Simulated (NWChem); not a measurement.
# ethylene (C2H4); SMILES C=C

```xyz
6

C      0.0000     0.6652     0.0000
C      0.0000    -0.6652     0.0000
H      0.9310     1.2406     0.0000
H     -0.9310     1.2406     0.0000
H     -0.9310    -1.2406     0.0000
H      0.9310    -1.2406     0.0000
```
Atoms are numbered in this order, from 1.

Computed with NWChem. Geometry: optimised at PBE0/def2-SVP. Lowest singlet excitation in solution, TDDFT at PBE0/def2-SVP with SMD, three treatments of the solvent's response.

Q: Predict the results for solvent dimethyl sulfoxide. Quantities: ground-state reaction field (eV); corrected reaction field (eV); vertical excitation model (eV).

A: 
```json
{
  "ground-state reaction field (eV)": "8.04",
  "corrected reaction field (eV)": "7.99",
  "vertical excitation model (eV)": "7.97"
}
```
